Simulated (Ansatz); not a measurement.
## How far a parabola holds: energy against volume of bcc V

We consider bcc V, described by PBE (plane waves, PAW; Ansatz, a quantum-chemistry and plane-wave program). Settings: plane-wave cutoff 520 eV, 26×26×26 k mesh, Fermi–Dirac smearing 0.05 eV, no spin polarisation, scalar-relativistic PAW data made under PBE. The cell has no free parameter but its volume, all volumes share cutoff and mesh, and the runs aren't spin-polarised. Energies are free energies at the run's smearing, counted from the lowest row; static lattice.

```csv
V (Å³/atom),E (meV/atom)
12.919,13.14
13.188,3.19
13.457,0.00
13.726,2.95
13.996,11.47
14.265,?
```

Taking a parabola for E over the 5 complete rows: With u = V - 13.5, the rows have u = -0.5810, -0.3120, -0.0430, 0.2260, 0.4960. Least squares gives E = 0.020 + 2.285·u + 42.436·u². Residuals (row less fit): 0.123, -0.248, 0.000, 0.246, -0.123; standard error 0.276 (degrees of freedom: 2). The fitted curve has its minimum at V = 13.5, where E = -0.01. Its curvature is d²E/dV² = 2 × 42.436 meV/Å⁶, so B = V0·d²E/dV² × 0.1602 = 183 GPa.

Question: What does the fit predict for E at V = 14.265, and how far is the calculated value from it?

Answer: u = 0.7650, so E = 0.020 + 2.285 × 0.7650 + 42.436 × 0.7650² = 26.603 meV/atom. The calculation gives 25.05 meV/atom, 1.553 meV/atom below the prediction (6.2 % of the range of E in the table). The row lies outside the fitted rows, so this is an extrapolation. From the scatter of the fitted rows alone, a prediction at this place has a standard error of 0.653 meV/atom, so the miss is 2.4 times that.

The residuals are curvature that a parabola lacks, not noise. A solid that stiffens under compression and softens on expansion lies above the parabola at the compressed end and under it at the expanded end, as this row does. A third-order Birch-Murnaghan fit to the whole scan has B0 = 182 GPa. Only scans are tabulated whose curvature falls smoothly with volume, and where the parabola meets the shown rows within 5 % of their range and misses the end by 0.1 meV or more.

Measured, for comparison: bulk modulus 161 GPa (corrected for temperature and zero-point phonon effects, sources range from 159 to 166; as tabulated in Levämäki et al. (2014), arXiv:1402.3671). Computed less measured: bulk modulus +13 % (+10 % to +14 % over the range).
